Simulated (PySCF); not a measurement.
Energy profile

The step: SiNH₅ ([NH2][SiH3]) + H₂O → SiH₄O ([OH][SiH3]) + NH₃; bonds formed: Si1–O7, N2–H6; bonds broken: Si1–N2, H6–O7 (atoms numbered as in the saddle structure below).

```xyz
10
angstrom
Si -0.7704 0.0544 -0.3830
N 0.4600 -0.7187 0.8112
H -1.7721 -1.0869 -0.3071
H -1.5917 1.1499 0.1841
H -0.4596 -0.0321 -1.8388
H 1.0988 0.2522 0.4602
O 0.8195 1.2957 -0.2187
H 0.1483 -0.7419 1.7749
H 0.7741 -1.6449 0.5506
H 1.2931 1.4722 -1.0333
```

Electronic energies by CCSD(T) at an estimated basis limit (MP2 extrapolated from triple and quadruple zeta, plus CCSD(T) − MP2 in triple zeta), on PBE0-D4/def2-TZVP structures; SiNH$_{7}$O, closed shell; no counterpoise correction. Program: PySCF 2.14 with density fitting (its default auxiliary sets; JK sets also for MP2 and CCSD(T)). Basis: def2-TZVPP and def2-QZVPP. Cores are frozen in the correlated methods. Extrapolation: Hartree–Fock as exp(−7.88 √X), correlation as X^−2.97.

Question: Give the profile in kJ/mol, counted from the separated reactants. (To be estimated.)

Answer: The calculation gives:
```csv
point,kJ/mol
"separated: SiNH$_{5}$ (linked as [NH2][SiH3]; Si1, N2, H3, H4, H5, H8, H9; singlet) + H$_{2}$O (H6, O7, H10; singlet)",0.0
start structure,-20.8
saddle,91.1
end structure,-51.3
"separated: SiH$_{4}$O (linked as [OH][SiH3]; Si1, H3, H4, H5, O7, H10; singlet) + NH$_{3}$ (N2, H6, H8, H9; singlet)",-38.8
```

T1 diagnostic: at most 0.011. The end structure is not quite a true minimum (one mode of 51i cm⁻¹).

The step is the kind of ligand exchange by which a precursor binds to a hydroxyl group, or is hydrolysed, in atomic layer deposition of oxides.

For scale, one of the runs: CCSD(T)/def2-TZVPP, 202 basis functions, launched by `OMP_NUM_THREADS=4 python run.py`. The run took 6.2 min on 4 CPU threads of an Arm Neoverse V1 (shared host), with 2.5 GiB of host memory at its peak.
